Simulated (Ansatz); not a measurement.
Barrier height from H + H2S (SMILES S) to the transition structure H3S, without zero-point energy, on the benchmark's geometries as Psi4's copy of the set gives them.
Transition structure (charge 0, multiplicity 2, Z-matrix in Å and degrees):
```
S
H 1 1.3377
H 1 1.4291 2 91.15
H 3 1.1495 1 172.62 2 0.00
```
Reactant (charge 0, multiplicity 1):
```xyz
3

S      0.0000     0.0000     0.1025
H      0.0000     0.9662    -0.8202
H      0.0000    -0.9662    -0.8202
```

Open shells are unrestricted; no spin–orbit coupling.

Cores are frozen in the correlated methods. CBS(a, b) extrapolates the correlation energy as X⁻³ and adds the Hartree–Fock energy of set b.

Run with Ansatz (Gaussian basis) for Hartree–Fock, density functionals and correlated methods. Each number belongs to the level named beside it.

PBE/def2-TZVPPD gives -1.24 kcal/mol for the barrier height.

Q: Where do these levels fall relative to PBE: r2SCAN/def2-TZVPPD, PBE0/def2-TZVPPD, wB97M-V/def2-TZVPPD, B2PLYP/def2-TZVPPD, MP2/CBS(aug-cc-pV(D+d)Z, aug-cc-pV(T+d)Z), CCSD(T)/CBS(aug-cc-pV(D+d)Z, aug-cc-pV(T+d)Z).

A: r2SCAN/def2-TZVPPD -1.25; PBE0/def2-TZVPPD 2.33; wB97M-V/def2-TZVPPD 5.26; B2PLYP/def2-TZVPPD 3.25; MP2/CBS(aug-cc-pV(D+d)Z, aug-cc-pV(T+d)Z) 7.62; CCSD(T)/CBS(aug-cc-pV(D+d)Z, aug-cc-pV(T+d)Z) 4.83 kcal/mol. 5 of 6 lie above PBE; the widest gap is to MP2/CBS(aug-cc-pV(D+d)Z, aug-cc-pV(T+d)Z).

The set's own value is 3.5 kcal/mol (Zhao et al., J. Phys. Chem. A 109, 2012 (2005), HTBH38), an estimate for the real system.

Ansatz is a first-principles code.
